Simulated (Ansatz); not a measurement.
The same path of CH3NaSi (6 atoms, charge 0, multiplicity 1) was run twice with different band settings. Lost on the way: Si3–H5. Made: C2–H5.

All numbers below come from RKS PBE-D4/def2-SVP in Ansatz 0.2.0.

Relaxed end points:

```xyz
6
Properties=species:S:1:pos:R:3
Na -1.857 -0.847 -1.707
C -0.418 -0.813 0.039
Si 0.545 0.599 0.264
H -0.271 -1.634 0.771
H 0.413 1.769 -0.683
H 1.587 0.925 1.316
```

```xyz
6
Properties=species:S:1:pos:R:3
Na -0.433 -0.618 -2.051
C -0.516 0.072 0.372
Si 1.046 0.805 -0.168
H -0.649 -0.684 1.173
H -1.476 0.579 0.122
H 2.028 -0.154 0.553
```

Common settings: movable images 9; climbing image yes; optimiser quadratic models (default); start path through a guess of the saddle point; force threshold 0.03 eV/Å; end points relaxed.

| run | spring | iteration limit |
| --- | --- | --- |
| 1 | 5.0 eV/Å² | 26 |
| 2 | 0.1 eV/Å² | 30 |

Task: What does each run give, and how far can it be trusted?

Result: Run 1: converged after 13 iterations, highest image 1.397 eV above the first end. A vibrational analysis at the climbing image gives one clearly imaginary mode, 982i cm⁻¹: a first-order saddle point.
Run 2: converged after 13 iterations, highest image 1.397 eV above the first end. Another band between the same ends (9 images) ends at a top of the same energy, where a vibrational analysis finds 1 clearly imaginary mode.
The orbitals stay closed-shell, which can raise the energy where a bond breaks towards radicals; this wasn't checked here.
